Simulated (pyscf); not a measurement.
Single points on ωB97X-D3(BJ)/def2-SVP structures (PySCF, gas phase).

Q: Estimate by transition-state theory (the high-pressure limit) the rate constant of O=Ta(F)(F)–F (SMILES [O]=[Ta]([F])([F])[F]) + H₂O (SMILES O) → HO–Ta(OH)(F)(F)–F (SMILES [OH][Ta]([OH])([F])([F])[F]) (singlet surface; H–O broken, H–O, O–Ta formed) at 900 K, with ωB97M-D3(BJ)/def2-TZVP energies (ideal gas, 1 atm, RRHO with modes under 100 cm⁻¹ raised to 100, one conformer, R ln 2 for chiral ones without a mode under 150 cm⁻¹; no tunnelling).

A: The electronic barrier is 0.9 kcal/mol and the thermal terms add +29.8, so ΔG‡ = 30.6 kcal/mol. With k_BT/h = 1.88e+13 s⁻¹ and RT = 1.788 kcal/mol, and a volume of 1.23e-19 cm³ per molecule at 1 atm, k = 8.4e-14 cm³ molecule⁻¹ s⁻¹. The product is born with the 29 kcal/mol of the reverse barrier and needs collisions to keep. Wigner's tunnelling factor for 1573i cm⁻¹ would be 1.26. A shift of 1 kcal/mol in the barrier changes k by a factor 1.7. On the reactant side the descent ends in an adduct with a O–Ta contact, 23.0 kcal/mol under the separated species and 22.0 kcal/mol under the saddle at ωB97X-D3(BJ)/def2-TZVP. On the product side the descent ends in a point that may be a rotor saddle (no frequency run), 1.2 kcal/mol over the lowest minimum found and 27.7 kcal/mol under the saddle at ωB97X-D3(BJ)/def2-TZVP. What is counted as formed (O–Ta) is already present as a longer contact in the reactant adduct; forming that adduct is a step of its own. At the saddle there is also a short H–Ta contact that neither side keeps. One saddle was located; it need not be the lowest between these sides. Elements past Kr carry the def2 core potentials, without spin-orbit coupling.
